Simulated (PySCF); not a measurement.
Compound: CO2.
SMILES: `O=C=O`

Level of theory: wB97X-D/def2-SVPD in PySCF (dipole) on a GFN2-xTB geometry, gas phase.

Take the most abundant isotopes and a rigid rotor. 

**Question.** What are the moment of inertia and the rotational constant?

**Answer.** I = 41.839 u·Å², B = 505379 MHz·u·Å²/I = 12079 MHz (0.4029 cm⁻¹, or 0.580 K as hB/k).

**Question.** List the first levels of a rigid rotor in a Σ state.

**Answer.** E(J) = BJ(J+1): J = 1: 0.806, J = 2: 2.417, J = 3: 4.835, J = 4: 8.058, J = 5: 12.087, J = 6: 16.922 cm⁻¹. The exchanged nuclei have no spin, so only every second level exists.

**Question.** Has it a pure rotational spectrum?

**Answer.** Not by electric dipole: D∞h allows no dipole (computed 0.00 D). Rotational Raman lines (ΔJ = 2) lie at B(4J + 6), spaced by 8B = 3.223 cm⁻¹ as every second level is missing.

**Question.** Estimate the classical rotational partition function at 50 K, 200 K and 298.15 K.

**Answer.** Point group D∞h, symmetry number σ = 2; q = kT/(σhB), k/h = 20836.6 MHz/K: 43.1 at 50 K, 173 at 200 K, 257 at 298.15 K.

GFN2-xTB frequencies: not computed here. These are rigid-rotor constants of the computed structure; measured ground-state constants (B0) also hold zero-point vibration.

The run took 1.5 s on x86-64 server, one thread, on a shared host. This is the wB97X-D/def2-SVPD job that gave the dipole, with the excitations it also computed.
